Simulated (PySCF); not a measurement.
**How the method moves the HOMO and LUMO of `FC(F)(F)Cl`**

CClF3.
Structure used (PBE0-D3(BJ)/def2-SVP), in Å, numbered top down from 1:
```xyz
5
CClF3 angstrom
F     -0.6415   -0.2154   -1.1662
C     -0.0793    0.0008    0.0066
F     -0.4777    1.1732    0.4591
F     -0.4746   -0.9352    0.8464
Cl     1.6730   -0.0233   -0.1459
```

Basis pcSseg-2 throughout (PySCF), one geometry. Geometry: PBE0-D3(BJ)/def2-SVP; no solvent, vibrations or thermal averaging.

Q: How do the orbital energies, the gap and the dipole change with the method?

A: 
```
  method                    kind  HOMO (eV)  LUMO (eV)  gap (eV)  μ (D)  SCF cycles
    BLYP                     GGA      -8.38      -1.13      7.25   0.26          14
    OPBE                     GGA      -8.51      -0.98      7.53   0.11          15
     PBE                     GGA      -8.51      -1.16      7.35   0.20          14
   B97-D                     GGA      -8.51      -1.10      7.41   0.20          14
    BP86                     GGA      -8.61      -1.25      7.35   0.19          13
     KT2                     GGA      -8.65      -1.23      7.41   0.23          15
     KT3                     GGA      -8.67      -1.22      7.44   0.22          15
     LDA                     LDA      -8.69      -1.42      7.27   0.25          13
   B3LYP           global hybrid      -9.82      -0.38      9.44   0.34          12
    PBE0           global hybrid     -10.09      -0.01     10.09   0.29          12
mPW1PW91           global hybrid     -10.12      -0.03     10.09   0.30          12
 wB97X-D  range-separated hybrid     -12.02       1.89     13.91   0.28          13
      HF            Hartree–Fock     -13.79       4.27     18.06   0.47          10
```

The HOMO spans 5.41 eV, from BLYP down to HF, and the gap runs from 7.25 eV (BLYP) to 18.06 eV (HF). Over the methods BLYP (0 %), OPBE (0 %), PBE (0 %), B97-D (0 %), BP86 (0 %), KT2 (0 %), KT3 (0 %), LDA (0 %), B3LYP (20 %), PBE0 (25 %), mPW1PW91 (25 %), HF (100 %), a straight line through the gap against the share of exact exchange rises by 1.07 eV for each 10 % (correlation coefficient 1.000). The dipole ranges from 0.11 D (OPBE) to 0.47 D (HF). This basis has no diffuse functions.

Reference dipole: 0.50 D (measured, gas; NIST CCCBDB Release 22 (SRD 101), experimental dipoles); nearest here: HF (0.47 D). 

The vertical ΔSCF ionisation energy at B3LYP/def2-SVPD is 13.01 eV; −ε(HOMO) comes closest to it with HF (13.79 eV).
